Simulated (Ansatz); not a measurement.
A made-up structure of LiSi2H5, closed shell:

```xyz
8
angstrom
Li -2.7605 1.2786 -0.2691
Si -0.5049 0.5683 -0.9110
Si 0.6166 -0.5718 0.7975
H -0.3957 -0.3873 -2.0677
H 0.4718 1.6528 -1.2758
H 0.7239 0.2815 2.0215
H 2.0009 -1.0379 0.4868
H -3.9011 1.4395 0.8269
```

It is relaxed with PBE-D4/def2-SVP and then PBE0-D4/def2-TZVP (Ansatz 0.2.0). Atoms count as bonded within 1.22 times the sum of their covalent radii (H–H: 0.88 Å). The end point is not checked to be a true minimum.

(1) Does its bonding change? (A judgement: the text doesn't fix the answer.)

## Answers

(1) Computed: Yes. Formed: Li1–Si3, Li1–H6, Li1–H7, Si2–H8; broken: none.

Where it ends: The first stage lowers the energy by 3.79 eV in 29 steps. It ends as LiSi₂H₅ ([H]1[SiH2]2[Si]34[H][Li]123[H]4):
Li1  (-1.357, 0.075, 1.306)
Si2  (-0.546, 0.787, -0.963)
Si3  (0.983, -0.198, 0.584)
H4  (-0.807, 0.018, -2.211)
H5  (-0.283, 2.203, -1.341)
H6  (0.349, 0.722, 1.688)
H7  (-0.127, -1.264, 0.894)
H8  (-1.962, 0.881, -0.348)
(Å)

Labels in which every atom is bracketed show which atoms are joined, not bond orders.

For scale, one of the runs: PBE0-D4/def2-TZVP relaxation, 118 basis functions, launched by `ansatz run in.yaml --threads 2 --pin off --events-out ev --progress --plain --max-ram 4352MiB`. The run took about 7.5 s on 2 CPU threads of an Intel Xeon 6975P-C (shared host).
